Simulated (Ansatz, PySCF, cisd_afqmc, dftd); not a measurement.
Reaction: CH3Cl (chloromethane, SMILES CCl) → CH3 (SMILES [CH3], doublet) + Cl (doublet) (the C-Cl bond breaks)
Each species at its own B3LYP-D3(BJ)/def2-TZVP minimum (Ansatz, an electronic-structure program).

Quantity: bond dissociation energy (enthalpy at 298 K, ideal-gas terms from PySCF's Hessians at B3LYP-D3(BJ)/def2-TZVP), in kcal/mol. Open shells are spin-unrestricted; no spin-orbit coupling. Cores are frozen in correlated methods. Rows without X2C or -DK are non-relativistic. AFQMC is phaseless with a CISD trial state; ± is one standard error, without the phaseless bias. Outlying blocks are dropped, and bars are widened where a walk drifts. Over all cases where full CI ran beside it in this data, AFQMC minus full CI had a median of +0.1 mEh and passed +0.4 mEh in a tenth of the cases. CBS(X,Y): correlation extrapolated as X^-3, Hartree-Fock from the larger set (Q,5: extrapolated as (X+1)exp(-9√X)). A bracket is a step between two methods taken in the basis named. The functionals are non-relativistic, so their misses hold any scalar relativity. Double hybrids freeze cores in their MP2 part. 'core' is core correlation in cc-pwCVTZ (1s frozen past Ne), 'X2C' scalar relativity in cc-pVTZ-DK, both at CCSD(T).

From measured enthalpies of formation at 298 K: 83.8 kcal/mol (Active Thermochemical Tables 1.112 (ions: stationary electron), as tabulated in the package chemicals). The calculations leave out spin-orbit terms.

```
level                                                                                               program  bond dissociation energy (kcal/mol)  error against that value
--------------------------------------------------------------------------------------  -------------------  -----------------------------------  ------------------------
PBE-D4/def2-TZVPD                                                                            Ansatz + dftd4                                 87.5                       3.7
PBE/def2-TZVPD                                                                                       Ansatz                                 86.7                       2.9
B3LYP/def2-TZVPD                                                                                     Ansatz                                 79.5                      -4.3
PBE0-D3(BJ)/def2-TZVPD                                                                       Ansatz + dftd3                                 84.4                       0.6
B2PLYP-D4/def2-TZVPD                                                                         Ansatz + dftd4                                 81.6                      -2.2
MP2/cc-pV(T+d)Z                                                                                      Ansatz                                 85.6                       1.8
CCSD/cc-pV(D+d)Z                                                                                     Ansatz                                 73.8                     -10.0
CCSD(T)/cc-pV(D+d)Z                                                                                  Ansatz                                 76.0                      -7.8
CCSD(T)/cc-pV(T+d)Z                                                                                  Ansatz                                 80.6                      -3.2
CCSD(T)/CBS(cc-pV(T+d)Z,cc-pV(Q+d)Z)                                                                 Ansatz                                 84.7                       0.9
CCSD(T)/CBS(cc-pV(T+d)Z,cc-pV(Q+d)Z) + core + X2C                                                    Ansatz                                 84.7                       0.9
CCSDT(Q)/cc-pV(D+d)Z                                                                                 Ansatz                                 76.1                      -7.7
CCSDT(Q)/cc-pV(T+d)Z                                                                                 Ansatz                                 80.5                      -3.3
AFQMC/CISD/cc-pV(D+d)Z                                                                           cisd_afqmc                           76.6 ± 0.2                      -7.2
AFQMC/CISD/cc-pV(T+d)Z                                                                           cisd_afqmc                           80.7 ± 0.3                      -3.1
CCSD(T)/CBS(cc-pV(Q+d)Z,cc-pV(5+d)Z) + [AFQMC/CISD - CCSD(T)]/cc-pV(T+d)Z + core + X2C  Ansatz + cisd_afqmc                           85.0 ± 0.3                       1.2
CCSD(T)/CBS(cc-pV(Q+d)Z,cc-pV(5+d)Z) + [CCSDT(Q) - CCSD(T)]/cc-pV(T+d)Z + core + X2C                 Ansatz                                 84.8                       1.0
```
